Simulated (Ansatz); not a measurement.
Energy needed to pull apart C2H2OS (SMILES OC=C=S), singlet, into free ground-state atoms, from the structure below (displaced at random from a GFN2-xTB minimum); no zero-point or spin–orbit terms; open-shell atoms are treated unrestricted, in their ground-state multiplicity.

O1  (0.290, 1.100, -0.757)
C2  (-0.025, 0.149, 0.207)
C3  (-0.162, -1.107, -0.045)
S4  (-0.375, -2.643, -0.198)
H5  (0.349, 2.009, -0.400)
H6  (-0.111, 0.509, 1.217)
(Å)

Program: Ansatz 0.2.0. Basis: def2-TZVPP. Cores are frozen in the correlated methods.

| method | atomization energy (kJ/mol) |
| --- | --- |
| SPW92 | 2867 |
| PBE-D4 | ? |
| r2SCAN-D4 | ? |
| PBE0-D4 | 2407 |
| r2SCAN0-D4 | 2322 |
| wB97M-V | 2391 |
| HF | 1537 |
| MP2 | 2382 |
| CCSD | 2227 |
| CCSD(T) | 2294 |

What does PBE-D4 give? (An estimate is asked for; the value comes from the calculation.)

Computed: 2513 kJ/mol, which is about 218 kJ/mol more than CCSD(T)/def2-TZVPP.

What does r2SCAN-D4 give? (Judge from chemistry; the value comes from the calculation.)

The calculation gives: 2406 kJ/mol, which is about 112 kJ/mol more than CCSD(T)/def2-TZVPP.

In triple zeta the MP2 and coupled-cluster atomization energies are still short of their basis limit by a few kcal/mol a bond, whereas those of the functionals are nearly converged, so these differences are not deviations from converged CCSD(T).

T1 diagnostic: at most 0.017. The restricted Hartree–Fock reference is unstable towards an unrestricted one here.

For scale, one of the runs: CCSD(T)/def2-TZVPP forces, 163 basis functions (an equivalent command: `ansatz run in.yaml --threads 4`). Time: 78 s of wall clock on 4 CPU threads; the host was shared. Peak host memory: 2.4 GiB.
